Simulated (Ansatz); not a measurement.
# C2H4Si: one structure at several levels

One table from this session's results is given with a row withheld; the runs are named, their logs left out.

Method: single points in def2-TZVPP; program: Ansatz 0.2.0, Gaussian basis.

Correlated methods freeze the cores.

## The starting structure

SMILES `C#[Si]C`, 7 atoms, charge 0, spin multiplicity 1.

Atoms are counted from 1 here; the program's logs count them from 0.

Bond lengths: C1–Si2 1.759 Å, C1–H4 0.972 Å, Si2–C3 1.856 Å, C3–H5 1.184 Å, C3–H6 1.093 Å, C3–H7 1.178 Å. Angles: Si2–C1–H4 117.0°, C1–Si2–C3 171.2°, Si2–C3–H5 108.8°, Si2–C3–H6 112.9°, Si2–C3–H7 108.6°, H5–C3–H6 114.5°, H5–C3–H7 106.7°, H6–C3–H7 105.1°.

As a file:

```xyz
7
charge 0, multiplicity 1
C    -1.64960   -1.60530   -0.76750
Si   -0.50520   -0.40110   -0.19040
C     0.89880    0.71780    0.27870
H    -2.57840   -1.49450   -0.50260
H     1.05030    1.51870   -0.57980
H     0.78700    1.14270    1.28000
H     1.88840    0.08010    0.32480
```

The first run:

run/in.yaml reads:

```yaml
crystal:
  periodic: [false, false, false]
  atoms:
    - {symbol: C, position_ang: [-1.649600, -1.605300, -0.767500]}
    - {symbol: Si, position_ang: [-0.505200, -0.401100, -0.190400]}
    - {symbol: C, position_ang: [0.898800, 0.717800, 0.278700]}
    - {symbol: H, position_ang: [-2.578400, -1.494500, -0.502600]}
    - {symbol: H, position_ang: [1.050300, 1.518700, -0.579800]}
    - {symbol: H, position_ang: [0.787000, 1.142700, 1.280000]}
    - {symbol: H, position_ang: [1.888400, 0.080100, 0.324800]}
basis:
  gaussian: {orbitals: def2-TZVPP}
correlation: {method: ccsd_t}
output: {forces: true}
```

No record of the launch command was kept for these runs.

Steps of the session up to this table: CCSD(T)/def2-TZVPP; PBE0-D4/def2-TZVPP; wB97M-V/def2-TZVPP; r2SCAN-D4/def2-TZVPP; PBE-D4/def2-TZVPP; wB97X-V/def2-TZVPP; revPBE-D4/def2-TZVPP.

One of the session's tables, all rows but one given; the rest of the session is left out.

```
   method  RMS force component (eV/Å)  angle to CCSD(T) forces (°)  dipole (D)
  CCSD(T)                       2.510                    reference        3.92
  PBE0-D4                       2.647                          4.6        4.59
  wB97M-V                       2.667                          6.5        4.73
r2SCAN-D4                       2.592                          3.6        4.48
   PBE-D4                       2.562                          3.8        4.33
  wB97X-V                       2.724                          6.8        4.82
revPBE-D4                           ?                            ?           ?
```

**Question.** Estimate the row for revPBE-D4.

As computed: RMS force component (eV/Å): 2.553; angle to CCSD(T) forces (°): 3.7; dipole (D): 4.29. In the column «RMS force component (eV/Å)» it lies between CCSD(T) (2.510) and PBE-D4 (2.562).
